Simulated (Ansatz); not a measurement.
# H2SSi: energy of protonation at one site from a Python script

Wanted for H2SSi: the energy of protonation at one site. SMILES: [SiH]S.

Program: Ansatz 0.2.0 through its Python package. Level of theory: r2SCAN/def2-TZVP. These are calculated values, not measurements.

## Step 1: The system

Bond lengths: Si1–S2 2.183 Å, Si1–H3 1.392 Å, S2–H4 1.279 Å. Angles: Si1–S2–H4 100.4°, S2–Si1–H3 109.2°.

The script holds or builds the structure itself.

## Step 2: The code

run_pa.py reads:

```python
# -*- coding: utf-8 -*-
"""Proton affinity of H2SSi at one site."""

import logging
import sys

import ansatz
from ase import Atoms
import numpy as np

logging.basicConfig(stream=sys.stdout, format="%(name)s: %(message)s")
logger = logging.getLogger("run")
logger.setLevel(logging.INFO)

BASIS = "def2-TZVP"
XC = "r2SCAN"
CHARGE = 1
FMAX = 0.01

atoms = Atoms(["Si", "S", "H", "H"], positions=[
    (-0.1084, -1.0135, 0.2379),
    (0.1223, 1.0923, -0.2882),
    (0.9721, -1.4103, 1.0213),
    (-0.9305, 1.2711, -0.9913),
])
system = ansatz.Crystal.molecule_from_ase(atoms)

model = (
    system.calculation()
    .basis(gaussian=BASIS)
    .functional(XC)
    .accuracy("medium")
    .scf(lower_state_search="standard")
)
symbols = [site.symbol for site in system.cartesian_sites]
start = np.array([site.position_ang for site in system.cartesian_sites], dtype=float)
data = model.relax(force_tolerance=0.01).run().report
end = np.array(data["positions_ang"])

# put the proton on the side away from the neighbours, slightly off axis
away = sum((end[1] - end[j]) / np.linalg.norm(end[1] - end[j]) for j in [0, 3]) + np.array([0.15, 0.1, -0.2])
proton = end[1] + 1.4 * away / np.linalg.norm(away)
acid = ansatz.Crystal.molecule()
for symbol, place in zip(symbols, end):
    acid = acid.atom(symbol, place.tolist())
acid = acid.atom("H", proton.tolist())
protonated = (
    acid.calculation()
    .basis(gaussian=BASIS)
    .functional(XC)
    .accuracy("medium")
    .scf(lower_state_search="standard")
    .charge(CHARGE)
    .relax(force_tolerance=FMAX, max_steps=80)
)
after = protonated.run().report
xyz = np.array(after["positions_ang"])
reach = np.linalg.norm(xyz[:-1] - xyz[-1], axis=1)
logger.info(f"base {data['free_energy_ev']:.5f} eV, protonated {after['free_energy_ev']:.5f} eV")
logger.info(f"the proton ends {reach.min():.3f} A from {symbols[reach.argmin()]}{reach.argmin()}")
logger.info(f"electronic proton affinity {(data['free_energy_ev'] - after['free_energy_ev']):.3f} eV")
```

## Step 3: The input behind the calls

The package turns the script's settings into the engine's input (first run):

```yaml
crystal:
  periodic: [false, false, false]
  atoms:
    - { symbol: Si, position_ang: [-0.1084, -1.0135, 0.2379] }
    - { symbol: S, position_ang: [0.1223, 1.0923, -0.2882] }
    - { symbol: H, position_ang: [0.9721, -1.4103, 1.0213] }
    - { symbol: H, position_ang: [-0.9305, 1.2711, -0.9913] }
accuracy: medium
basis:
  gaussian:
    orbitals: def2-TZVP
hamiltonian:
  xc: r2scan
scf:
  lower_state_search: standard
relax:
  f_tol: 0.01
```

## Step 4: Running it

On the command line:

```bash
> python run_pa.py
```

What it wrote:

```text
run: base -18743.96144 eV, protonated -18751.61864 eV
run: the proton ends 1.351 A from S1
run: electronic proton affinity 7.657 eV
```

Wall time 64 s (1 thread of Arm Neoverse V1, shared host); peak memory 0.22 GiB.

## Step 5: What changed from run to run

The engine's inputs for the other runs:

Run 2, against run 1:

```diff
@@ -4,4 +4,5 @@
-    - { symbol: Si, position_ang: [-0.1084, -1.0135, 0.2379] }
-    - { symbol: S, position_ang: [0.1223, 1.0923, -0.2882] }
-    - { symbol: H, position_ang: [0.9721, -1.4103, 1.0213] }
-    - { symbol: H, position_ang: [-0.9305, 1.2711, -0.9913] }
+    - { symbol: Si, position_ang: [-0.26385177672179294, -1.0784470497984477, 0.16222276092445795] }
+    - { symbol: S, position_ang: [0.19063555117684394, 0.9588818325581141, -0.20582672044718284] }
+    - { symbol: H, position_ang: [1.0183186045731973, -1.189540985025167, 0.9809578864760433] }
+    - { symbol: H, position_ang: [-0.8896023790282481, 1.2487062022655007, -0.9576539269533183] }
+    - { symbol: H, position_ang: [1.3145766930075027, 1.774489658530273, -0.028231157683458213] }
@@ -13,0 +15 @@
+total_charge: 1.0
@@ -17,0 +20 @@
+  max_steps: 80
```

## Step 6: What the script built

Run 2 starts from these 5 atoms:

```xyz
5

Si   -0.264   -1.078    0.162
S     0.191    0.959   -0.206
H     1.018   -1.190    0.981
H    -0.890    1.249   -0.958
H     1.315    1.774   -0.028
```

## Step 7: What each run gave

From the records of these 2 runs:

```tsv
run	system	energy (eV)	SCF cycles in all	CPU time (s)
1	H2SSi	-18743.9614	65	19
2	H3SSi, charge +1	-18751.6186	114	43
```

Totals carry meaning only in balanced differences at one level of theory.

## Step 8: The relaxation of run 1, step by step

Step by step:

```csv
step,E - E(step 1) (eV),largest force component (eV/Å)
1,0.0000,3.2612
2,-0.5035,0.9764
3,-0.5464,0.6088
4,-0.5595,0.1224
5,-0.5602,0.0111
6,-0.5602,0.0028
```

Step 1 is the start.

Before: Bond lengths: Si1–S2 2.183 Å, Si1–H3 1.392 Å, S2–H4 1.279 Å. Angles: Si1–S2–H4 100.4°, S2–Si1–H3 109.2°.

After: Bond lengths: Si1–S2 2.120 Å, Si1–H3 1.525 Å, S2–H4 1.348 Å. Angles: Si1–S2–H4 97.6°, S2–Si1–H3 89.0°.

## Step 9: Path of the relaxation of run 2

Step by step:

| step | energy from step 1 (eV) | largest force component (eV/Å) |
| --- | --- | --- |
| 1 | 0.0000 | 1.4049 |
| 2 | -0.4054 | 0.8274 |
| 3 | -0.4936 | 1.0195 |
| 4 | -0.5348 | 0.6631 |
| 5 | -0.5990 | 0.6246 |
| 6 | -0.6532 | 0.8462 |
| 7 | -0.6744 | 0.3242 |
| 8 | -0.6974 | 0.1988 |
| 9 | -0.6998 | 0.0630 |
| 10 | -0.6999 | 0.0501 |
| 11 | -0.7001 | 0.0217 |
| 12 | -0.7002 | 0.0035 |

Step 1 is the start.

Before: Bond lengths: Si1–S2 2.120 Å, Si1–H3 1.525 Å, S2–H4 1.348 Å, S2–H5 1.400 Å. Angles: Si1–S2–H4 97.6°, Si1–S2–H5 135.2°, H4–S2–H5 126.1°, S2–Si1–H3 89.0°.

After: Bond lengths: Si1–S2 2.341 Å, Si1–H3 1.517 Å, S2–H4 1.351 Å, S2–H5 1.351 Å. Angles: Si1–S2–H4 102.8°, Si1–S2–H5 103.7°, H4–S2–H5 96.1°, S2–Si1–H3 83.5°.

## Step 10: Results

| quantity | value |
| --- | --- |
| electronic proton affinity | 7.657 eV |
| runs compared | 2 |
| moves of the relaxation of run 1 | 5 |
| energy gained in run 1 | 0.560 eV |
| last largest force component of run 1 | 0.0028 eV/Å |
| moves of the relaxation of run 2 | 11 |
| energy gained in run 2 | 0.700 eV |
| last largest force component of run 2 | 0.0035 eV/Å |

Run 1: The relaxation took 5 moves; the largest shift is 0.229 Å, of atom 3 (H). Run 2: After 11 moves the largest shift is 0.476 Å, of atom 2 (S). The proton is put on one chosen atom, which needn't be the most basic site, so the molecule's proton affinity can be higher; the ends are stationary points, not checked by frequencies, and zero-point and thermal terms count only where printed.
